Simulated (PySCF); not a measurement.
## Relative stability

The two ends of one reaction step of CH6BN, closed shell (PBE0-D4/def2-TZVP).

A:

B1  (-0.468, 0.379, -0.297)
N2  (0.503, 0.382, 0.983)
C3  (-0.372, -0.764, -1.133)
H4  (1.046, -0.478, 0.970)
H5  (-1.133, 1.376, -0.328)
H6  (1.147, 1.168, 0.975)
H7  (-0.014, 0.423, 1.858)
H8  (-0.971, -0.889, -2.029)
H9  (0.304, -1.601, -0.950)
(Å)

B:

```
9
angstrom
B -0.5061 0.2332 0.1867
N 0.3454 1.1407 0.8095
C 0.0366 -0.9511 -0.6863
H -0.3115 -1.9098 -0.2866
H -1.6867 0.3952 0.3463
H 1.3483 1.0918 0.7382
H 0.0178 1.9062 1.3724
H -0.3695 -0.8930 -1.7019
H 1.1273 -0.9927 -0.7611
```

Program: PySCF 2.14 with density fitting (its default auxiliary sets; JK sets also for MP2 and CCSD(T)). Basis: def2-TZVPP. Cores are frozen in the correlated methods. B3LYP uses VWN-RPA correlation.

(1) Which structure is lower at CCSD(T), and by how much? (An estimate is asked for; the value comes from the calculation.)

The T1 diagnostic stays at or below 0.012.

Results:

(1) By the calculation: B, by 198.3 kJ/mol (electronic energy, against the other). By their contacts, A is CH₆BN ([CH2][BH][NH3]) and B is CH₆BN ([CH3][BH][NH2]).

All methods give the same order:

```tsv
method	E(B) − E(A) (kJ/mol)
SPW92	-190.8
PBE-D4	-194.7
r2SCAN-D4	-202.5
PBE0-D4	-202.7
B3LYP-D4	-204.0
BHLYP-D4	-213.3
wB97M-V	-203.3
HF	-225.9
MP2	-200.9
CCSD	-203.5
CCSD(T)	-198.3
```

Labels in which every atom is bracketed show which atoms are joined, not bond orders.

For scale, one of the runs: CCSD(T)/def2-TZVPP, 177 basis functions, launched by `OMP_NUM_THREADS=4 python run.py`. The run took 2.8 min on 4 CPU threads of an Arm Neoverse V1 (shared host), with 1.5 GiB of host memory at its peak.
